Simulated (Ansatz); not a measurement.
B$_{2}$ (`B#B`) (triplet), relaxed with UKS PBE0-D4/def2-TZVP in the Gaussian-basis code of Ansatz from a PBE-D4/def2-SVP geometry. The force threshold is 0.005 eV/Å; the program also tests the step.

The species carries charge 0 and has multiplicity 3.

Start:

```xyz
2

B     0.538   -0.577    0.132
B    -0.538    0.577   -0.132
```

By how much does the energy fall, and how many steps does the optimiser take? (Estimate.)

The calculation gave: 0.40 kcal/mol, in 4 steps, 1 of them rejected.

Which bonds change most? (Best estimate.)

Ansatz gave: B1–B2 from 1.599 to 1.562 Å.

Give the relaxed structure. (An estimate is asked.)

The calculation gave: 
```xyz
2

B     0.525   -0.563    0.129
B    -0.525    0.563   -0.129
```
